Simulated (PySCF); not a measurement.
**How close CCSD(T) comes to the exact answer in a basis**

Each species is computed at the geometry given (Å), with frozen cores, in PySCF 2.14.0: RHF-CCSD(T) for singlets, UHF-CCSD(T) otherwise, and full CI in the same basis. The script picks the determinant by trial CCSD, so it needn't be the lowest Hartree–Fock solution. States: HBAl doublet A', Al2H quartet Σ⁻ or Δ, SiN⁺ triplet Π. Cases whose determinant has another symmetry than full CI's state, or whose (Q) step broke down, weren't drawn.

Question: Judging by size, spin and bonding, rank them by the size of CCSD(T)'s error in total energy against full CI in the same basis, smallest first (an estimate).
A. SiN⁺, triplet, 6-31G: Si 0.000 0.000 0.000; N 0.000 0.000 1.785
B. Al2H, quartet, 6-31G: Al 0.000 0.000 -0.214; Al 0.000 0.000 2.146; H 0.000 0.000 -1.932
C. HBAl, doublet, 6-31G: B 0.000 -0.118 0.404; Al 0.000 -0.043 -2.321; H 0.000 0.161 1.917

Answer: B (32.2 meV), C (67.5 meV), A (85.7 meV).

```
      species  basis  correlated electrons  CCSD(T) − full CI (meV)  CCSDT(Q) − full CI (meV)  unpaired electrons (full CI)     T1  ⟨S²⟩ of the determinant
Al2H, quartet  6-31G                     7                     32.2                         –                          3.05  0.032                     3.76
HBAl, doublet  6-31G                     7                     67.5                         –                          1.17  0.056                     0.81
SiN⁺, triplet  6-31G                     8                     85.7                         –                          2.19  0.101                     2.61
```

Unpaired electrons are Σ n²(2−n)² over natural occupations; an open shell counts its own unpaired electrons too. Frozen cores follow each run's orbitals, which moves totals by a few meV. A dash: (Q) wasn't run for open shells.
